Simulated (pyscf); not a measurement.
# Insertion: `[Al][Cl]` [singlet] + `[OH][SiH3]` → `[OH][Al]([SiH3])[Cl]`

Gas phase, singlet surface, charge 0. Bonds broken: O3–Si4. Bonds formed: Al1–O3, Al1–Si4. Optimised with ωB97X-D3(BJ)/def2-SVP in PySCF. MP2 and CC: frozen core, UHF for open shells. ΔMP2 is the change of the MP2 total energy from the triple- to the quadruple-zeta basis.

Transition state (Å):

```xyz
8

Al     0.0080     0.6554     1.2009
Cl    -0.3907     0.1417     3.2179
O     -0.3609    -0.7225     0.0506
Si     0.0242     0.5832    -1.3428
H     -0.7621    -1.5918    -0.1093
H     -0.3315     1.9833    -1.7409
H      1.4589     0.3511    -1.6562
H     -0.8218    -0.2358    -2.2749
```

One imaginary mode, 280i cm⁻¹; descent along it reached the two sides named, in the forms told below.

```json
[
 {"bond": "O3–Si4", "change": "breaks", "reactant side (Å)": "1.709", "saddle": "1.948", "product side": "3.6"},
 {"bond": "Al1–O3", "change": "forms", "reactant side (Å)": "2.117", "saddle": "1.832", "product side": "1.697"},
 {"bond": "Al1–Si4", "change": "forms", "reactant side (Å)": "3.5", "saddle": "2.545", "product side": "2.412"}
]
```

Electronic energies relative to the separated reactants (eV):

```json
[
 {"level": "ωB97X-D3(BJ)/def2-TZVP", "barrier": "0.31", "reaction energy": "-1.48", "reverse barrier": "1.79"},
 {"level": "PBE/def2-TZVP", "barrier": "0.17", "reaction energy": "-1.29", "reverse barrier": "1.46"},
 {"level": "r²SCAN/def2-TZVP", "barrier": "0.15", "reaction energy": "-1.48", "reverse barrier": "1.62"},
 {"level": "B3LYP-D3(BJ)/def2-TZVP", "barrier": "0.43", "reaction energy": "-1.21", "reverse barrier": "1.64"},
 {"level": "PBE0-D3(BJ)/def2-TZVP", "barrier": "0.23", "reaction energy": "-1.39", "reverse barrier": "1.62"},
 {"level": "M06-2X/def2-TZVP", "barrier": "0.45", "reaction energy": "-1.15", "reverse barrier": "1.60"},
 {"level": "ωB97M-D3(BJ)/def2-TZVP", "barrier": "0.50", "reaction energy": "-1.09", "reverse barrier": "1.59"},
 {"level": "HF/def2-TZVP", "barrier": "1.14", "reaction energy": "-0.99", "reverse barrier": "2.13"},
 {"level": "MP2/def2-QZVPP", "barrier": "0.39", "reaction energy": "-1.33", "reverse barrier": "1.72"},
 {"level": "CCSD/def2-TZVPP", "barrier": "0.61", "reaction energy": "-1.19", "reverse barrier": "1.80"},
 {"level": "CCSD(T)/def2-TZVPP", "barrier": "0.48", "reaction energy": "-1.23", "reverse barrier": "1.71"},
 {"level": "CCSD(T)/def2-TZVPP + ΔMP2(QZVPP)", "barrier": "0.46", "reaction energy": "-1.26", "reverse barrier": "1.72"}
]
```

With CCSD(T)/def2-TZVPP + ΔMP2(QZVPP) energies and thermal terms (ideal gas, 1 atm, RRHO with modes under 100 cm⁻¹ raised to 100, one conformer, R ln 2 for chiral ones without a mode under 150 cm⁻¹), in eV:

```
T (K)   ΔH‡   ΔG‡     ΔH     ΔG
-----  ----  ----  -----  -----
298    0.45  0.92  -1.25  -0.84
600    0.46  1.39  -1.20  -0.45
900    0.48  1.85  -1.16  -0.08
1200   0.49  2.30  -1.12  +0.27
```

On the reactant side the descent ends in an adduct with a Al–O contact, 0.44 eV under the separated species and 0.75 eV under the saddle at ωB97X-D3(BJ)/def2-TZVP. What is counted as formed (Al–O) is already present as a longer contact in the reactant adduct; forming that adduct is a step of its own. HO–Al(SiH₃)–Cl lies 1.07 eV over its isomer H₃Si–O–AlH–Cl (electronic energy, ωB97M-D3(BJ)/def2-TZVP). This is the saddle that the search found; another between the same sides may lie lower. The CCSD(T) − MP2 part came from Ansatz, without density fitting, on the same reference.
